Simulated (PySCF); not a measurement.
## One reaction down a group: B, Al, Ga

The same gas-phase reaction for B, Al, Ga:
- BCl2NH2 → BCl2 + NH2
- AlCl2NH2 → AlCl2 + NH2
- GaCl2NH2 → GaCl2 + NH2

Computed with PySCF and rigid-rotor harmonic-oscillator thermochemistry at 1 bar. † marks an energy on the PBE0/def2-TZVP geometry and frequencies. CCSD(T) freezes the core. Open shells (unrestricted): BCl2 (multiplicity 2), NH2 (multiplicity 2), AlCl2 (multiplicity 2), GaCl2 (multiplicity 2); the rest are closed-shell singlets. Ga: all electrons, no relativistic terms. BCl2NH2, AlCl2NH2, GaCl2NH2, GaCl2: computed as isolated molecules; such fragments, hydroxides, amides, oligomers or adducts are transient or little studied in the gas. CCSD(T) isn't extrapolated to the basis-set limit. The harmonic model lacks anharmonicity and excited electronic states, which grow with temperature; levels with a mode under 35 cm⁻¹ are left out. Internal rotation in BCl2NH2 is treated as a harmonic vibration of one conformer, which makes the entropy rough. Soft modes under 120 cm⁻¹ make the harmonic entropy rough for GaCl2NH2, GaCl2.

ΔH°(298 K) in kJ, by level:

```tsv
level	B	Al	Ga
ωB97M-V/def2-TZVP†	578.1	456.7	369.5
ωB97X-V/def2-TZVP†	569.4	453.2	377.0
CCSD(T)/def2-TZVPP†	554.8	443.0	372.7
LDA/def2-TZVP†	642.3	498.8	429.9
BLYP/def2-TZVP†	528.9	412.0	321.5
```

At ωB97M-V/def2-TZVP†, ΔH° falls from B to Ga, over a range of 208.6 kJ; the steps are -121.4, -87.2 kJ. 5 of the 5 levels shown give the same order. The levels scatter most for B (113.4 kJ between the highest and the lowest) and least for Al (86.8 kJ). ΔS°(298 K) runs from 148.7 to 170.9 J/K, so TΔS° at 298 K spreads over 6.6 kJ among the members, against 208.6 kJ for ΔH°.

Free energies at ωB97M-V/def2-TZVP†:

```tsv
member	ΔS°(298 K), J/K	ΔG°(298 K), kJ	ΔG°(1400 K), kJ	ΔG° changes sign
B	170.9	527	342	none from 298 to 2500 K
Al	161.6	409	239	none from 298 to 2500 K
Ga	148.7	325	171	none from 298 to 2500 K
```

The NASA 1993 table holds none of these reactions whole; the comparison is among the levels.
